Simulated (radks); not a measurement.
# C³⁺ in [He] 2s0.75 2p0.25: an all-electron calculation

Wanted: eigenvalues, radial structure and energy terms of the carbon ion C3+.

The numbers are computed with radks (a radial shooting solver on a logarithmic mesh, Libxc functionals) version 1 (non-relativistic Kohn-Sham, B86b exchange with PBE correlation, spin-polarised, spherical densities, point nucleus; open shells are filled with parallel spins first), except any that are marked as measured or tabulated.

## Step 1: Starting point

```
element       : carbon (Z = 6)
charge        : +3
electrons     : 3
configuration : [He] 2s0.75 2p0.25
```

## Step 2: The calculation

The run's settings:

```text
Z 6
configuration [He] 2s0.75 2p0.25 3s0 3p0
relativity non-relativistic
functional b86_mgc,pbe
spin polarised
nucleus point
```

**Question.** What will this run give?

As calculated:

```
                        quantity                   value
                    total energy       -34.69086 hartree
exchange-correlation share of it                 11.47 %
                            −T/E                  0.9984
          highest occupied level       2p up, -49.405 eV
    most extended occupied level  2s up, <r> = 1.27 bohr
 radius at density 0.001 e/bohr³               2.44 bohr
    maxima of the radial density                       2
```

What this shows: 2 principal shells are occupied and 2 maxima appear in the radial density. The ratio −T/E is 0.9984; for a non-relativistic Coulomb system it is 1 up to the kinetic part of correlation. This is not the tabulated ground configuration, so its levels and sizes aren't those of the ground state, and no measured value stands beside it.
